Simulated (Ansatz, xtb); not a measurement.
Two spin states of CHFO

Structure X: `O[C]F`, a triplet. Structure Y: `O[C]F`, a singlet. Both are isolated molecules in the gas phase, relaxed with PBE0-D3(BJ)/def2-SVP; the shapes shown needn't be the lowest conformers.

X (Å):

```yaml
atoms:
  - { symbol: C, position_ang: [-2.1732, 2.8073, -1.0013] }
  - { symbol: F, position_ang: [-1.5682, 3.7376, -1.7239] }
  - { symbol: O, position_ang: [-2.6872, 3.0589, 0.1880] }
  - { symbol: H, position_ang: [-2.0463, 2.8734, 0.8960] }
```

Y (Å):

```xyz
4

C     0.5431   -1.2590   -0.6661
F     0.0656   -1.1310    0.5649
O     0.6413   -0.0714   -1.1550
H     0.3455    0.6093   -0.5103
```

**Question.** Which of the two would you expect CCSD(T)/def2-TZVPP electronic energies to favour?

**Answer.** Structure Y; the calculation gives E(Y) − E(X) = −56.0 kcal/mol.

The same difference at several levels:

| level | geometry | E(Y) − E(X) (kcal/mol) | departure from the last row (kcal/mol) | job, with rough time for the two |
| --- | --- | --- | --- | --- |
| PBE0-D3(BJ)/def2-SVP | PBE0-D3(BJ)/def2-SVP | −47.4 | +8.6 | optimisation, 15 s |
| HF/def2-TZVPP | PBE0-D3(BJ)/def2-SVP | −33.0 | +23.0 | part of the CCSD(T) run |
| MP2/def2-TZVPP | PBE0-D3(BJ)/def2-SVP | −54.5 | +1.5 | part of the CCSD(T) run |
| CCSD(T)/def2-TZVPP | PBE0-D3(BJ)/def2-SVP | −56.0 |  | single point, 35 s |

The levels shown agree on the order. The largest departure from CCSD(T)/def2-TZVPP is that of HF/def2-TZVPP, 23.0 kcal/mol. Levels run at GFN2-xTB geometries aren't shown.

With harmonic frequencies from PBE0-D3(BJ)/def2-SVP (ideal gas, rigid rotor, one conformer each, 600 K, 1 atm): on the last row, ΔE + ΔZPE = −55.4, ΔH = −55.8, ΔG = −53.7 kcal/mol.

Open shells are spin-unrestricted. The correlated steps freeze 3 core orbitals. ΔG holds the spin degeneracy. Mirror images aren't counted in ΔG. Codes used: Ansatz 0.2.0; the last row on 1 thread of Arm Neoverse V2 on a shared host.
